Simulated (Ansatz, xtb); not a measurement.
**A geometry optimisation of H3NOSi− with r2SCAN-D4/def2-SVPD**

The starting geometry of this gas-phase doublet was built from a drawn formula by distance geometry and a force field; its bonds are those of `[O-]N[SiH2]`.

```csv
atom,x (Å),y (Å),z (Å)
N,-0.4366,0.2828,0.8770
O,0.1838,-0.5172,-0.1308
Si,0.2025,-0.1041,2.4046
H,-0.0627,1.1822,0.5966
H,-0.0083,-1.5414,2.8066
H,1.5350,0.3801,2.6766
```

Task: Predict what becomes of its bonds when it is optimised with r2SCAN-D4/def2-SVPD.

Result: It keeps its bonds, and is `[O-]N[SiH2]`.

The energy falls by 1.38 eV over 25 steps:

```csv
step,E − E(last) (eV)
1,1.378
4,0.611
6,0.313
9,0.072
12,0.055
14,0.052
17,0.031
20,0.002
22,0.000
25,0.000
```

Final geometry (Å):

```yaml
atoms:
  - { symbol: N, position_ang: [0.0324, 0.2213, 0.7991] }
  - { symbol: O, position_ang: [0.7228, 0.6423, -0.2176] }
  - { symbol: Si, position_ang: [0.5442, 0.2551, 2.5833] }
  - { symbol: H, position_ang: [-0.9754, 0.1138, 0.5957] }
  - { symbol: H, position_ang: [-0.5703, -0.7438, 2.9767] }
  - { symbol: H, position_ang: [1.6601, -0.8063, 2.4935] }
```

From the same start GFN2-xTB ends elsewhere, differing in O2–Si3 (1.69 against 2.83 Å here).

No frequencies were run, so the end isn't proven a minimum. Open shells are spin-unrestricted. Run with Ansatz 0.2.0, 90 s on 2 threads of Arm Neoverse V2, with other jobs on the host.
